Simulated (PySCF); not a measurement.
# [HO2]− (hydroperoxide(1-)) at 6 levels

Wanted: a comparison of 6 runs (B3LYP/def2-TZVPPD, CAM-B3LYP/def2-TZVPPD, M06-2X/def2-TZVPPD, PBE0/def2-TZVPPD, wB97M-V/def2-TZVPPD, SCS-MP2/def2-TZVPPD) of [HO2]− (hydroperoxide(1-)). Input form: a Python script.

The results are computed with PySCF 2.14.0.

1 further run of the same task is left out (set aside as unsound or not needed).

## (1) The molecule

The species is [HO2]− (3 atoms), meant as a singlet with charge -1. As SMILES, `[O-]O`. The coordinates come from a PBE0-D4/def2-TZVPD relaxation.

Bond lengths: O1–O2 1.479 Å, O2–H3 0.961 Å. Angles: O1–O2–H3 100.1°.

## (2) The energy at B3LYP/def2-TZVPPD (run 1)

Contents of calc.py:

```python
# hydroperoxide(1-)
from pyscf import gto, dft

system = gto.Mole()
system.atom = '''
O     -0.676068     1.938084    -0.152747
O     -0.457805    -0.842591    -0.341568
H      1.133892    -1.095512     0.494296
'''
system.max_memory = 1860
system.spin = 0
system.unit = 'bohr'
system.charge = -1
system.basis = 'def2-tzvppd'
system.verbose = 4
system.build()

ks = dft.RKS(system)
ks.xc = 'b3lyp'
ks.conv_tol = 1e-10
ks.grids.level = 5
ks.kernel()
if not ks.converged:
    ks = ks.newton().run(ks.mo_coeff, ks.mo_occ)

etot = ks.e_tot
print('Final energy', etot)
```

The run is started by

```console
$ OMP_NUM_THREADS=1 python calc.py
```

The log of the run:

```text
PySCF version 2.14.0

[... 73 lines left out ...]
converged SCF energy = -151.015404462575
Final energy -151.01540446257468
```

Run time: 14 s. Hardware: 1 thread of Arm Neoverse N1, shared host; peak memory 0.46 GiB.

## (3) The energy at CAM-B3LYP/def2-TZVPPD (run 2)

Contents of run.py:

```python
from pyscf import gto, dft

molecule = gto.M(
    atom='''
O       -0.357760       1.025590      -0.080830
O       -0.242260      -0.445880      -0.180750
H        0.600030      -0.579720       0.261570
''',
    verbose=4,
    basis='def2-tzvppd',
    spin=0,
    charge=-1,
    max_memory=1860,
)

mf = dft.RKS(molecule)
mf.xc = 'cam-b3lyp'
mf.conv_tol = 1e-10
mf.grids.level = 5
mf.kernel()
if not mf.converged:
    mf = mf.newton().run(mf.mo_coeff, mf.mo_occ)

e_final = mf.e_tot
print('E(%s) = %.9f' % ('CAM-B3LYP', e_final))
```

The run is started by

```console
$ OMP_NUM_THREADS=1 python run.py
```

The log of the run:

```text
PySCF version 2.14.0

[... 75 lines left out ...]
converged SCF energy = -150.966641331826
E(CAM-B3LYP) = -150.966641332
```

Run time: 21 s. Hardware: 1 thread of Arm Neoverse N1, shared host; peak memory 0.46 GiB.

Run 3 isn't shown in full; the table further down has it.

## (4) A single-point energy at PBE0/def2-TZVPPD (run 4)

Contents of calc.py:

```python
from pyscf import gto, dft

mol = gto.M(
    atom='''
O       -0.357760       1.025590      -0.080830
O       -0.242260      -0.445880      -0.180750
H        0.600030      -0.579720       0.261570
''',
    basis='def2-tzvppd',
    max_memory=1860,
    verbose=3,
    charge=-1,
)

ks = dft.RKS(mol, xc='pbe0')
ks.grids.level = 5
ks.conv_tol = 1e-10
ks.kernel()
if not ks.converged:
    ks = ks.newton().run(ks.mo_coeff, ks.mo_occ)

e_tot = ks.e_tot
print(f'total energy: {e_tot:.8f} hartree')
```

The run is started by

```console
$ OMP_NUM_THREADS=1 python calc.py
```

The log of the run:

```text
converged SCF energy = -150.845921761054
total energy: -150.84592176 hartree
```

Run time: 14 s. Hardware: 1 thread of Arm Neoverse N1, shared host; peak memory 0.46 GiB.

Run 5 isn't shown in full; the table further down has it.

## (5) A single-point energy at SCS-MP2/def2-TZVPPD (run 6)

Contents of run.py:

```python
from pyscf import gto, mp

mol = gto.M(
    atom=[
    ('O', (-0.357760, 1.025590, -0.080830)),
    ('O', (-0.242260, -0.445880, -0.180750)),
    ('H', (0.600030, -0.579720, 0.261570)),
],
    verbose=4,
    charge=-1,
    basis='def2-tzvppd',
    max_memory=1860,
)

hf = mol.RHF()
hf.conv_tol = 1e-10
hf.kernel()
if not hf.converged:
    hf = hf.newton().run(hf.mo_coeff, hf.mo_occ)

pt = mp.MP2(hf, frozen=2).run()
energy = hf.e_tot + 1.2 * pt.e_corr_os + pt.e_corr_ss / 3
print('Final energy', energy)
```

The run is started by

```console
$ OMP_NUM_THREADS=1 python run.py
```

The log of the run:

```text
PySCF version 2.14.0

[... 63 lines left out ...]
converged SCF energy = -150.224954632675
[... 1 line left out ...]
******** <class 'pyscf.mp.mp2.RMP2'> ********
nocc = 7, nmo = 95
frozen orbitals 2
E(RMP2) = -150.732871758193  E_corr = -0.507917125517959
E(SCS-RMP2) = -150.722155789616  E_corr = -0.497201156940923
E_corr(same-spin) = -0.129576223477648
E_corr(oppo-spin) = -0.378340902040311
Final energy -150.72215578961587
```

It took 3.3 s on 1 thread of Arm Neoverse N1, shared host; peak memory 0.22 GiB.

## (6) Overview of the runs

| run | level | nlc grid | integration grid | energy (Eh) | HOMO energy (eV) | LUMO energy (eV) | HOMO–LUMO gap (eV) | wall time |
| --- | --- | --- | --- | --- | --- | --- | --- | --- |
| 1 | B3LYP/def2-TZVPPD | – | 5 | -151.015404 | 1.52 | 4.64 | 3.12 | 14 s |
| 2 | CAM-B3LYP/def2-TZVPPD | – | 5 | -150.966641 | -0.24 | 5.36 | 5.60 | 21 s |
| 3 | M06-2X/def2-TZVPPD | – | 5 | -150.944427 | -0.35 | 4.94 | 5.29 | 27 s |
| 4 | PBE0/def2-TZVPPD | – | 5 | -150.845922 | 1.37 | 4.91 | 3.54 | 14 s |
| 5 | wB97M-V/def2-TZVPPD | 1 | 5 | -150.966718 | -1.20 | 5.50 | 6.69 | 51 s |
| 6 | SCS-MP2/def2-TZVPPD | – | – | -150.722156 | -2.98 | 6.27 | 9.25 | 3.3 s |

## (7) Summary of results

| quantity | value |
| --- | --- |
| run 6: total energy | -150.72216 Eh |
| run 6: HOMO energy (Hartree–Fock orbitals) | -2.98 eV |
| run 6: LUMO energy (Hartree–Fock orbitals) | 6.27 eV |
| run 6: HOMO–LUMO gap (to an unbound level, set by the basis) | 9.25 eV |
| run 6: correlation energy (2 core orbitals frozen) | -497.2 mEh |

Over runs 1, 2, 3, 4, 5 the HOMO–LUMO gap runs from 3.12 eV (B3LYP/def2-TZVPPD) to 6.69 eV (wB97M-V/def2-TZVPPD). The empty levels of an anion lie above zero and hang on the basis. Totals of different functionals can't be ranked against each other. In runs 1, 4 the HOMO lies above zero, so the outermost electron may be held by the basis alone. All runs together took 2.1 min, the longest 51 s.
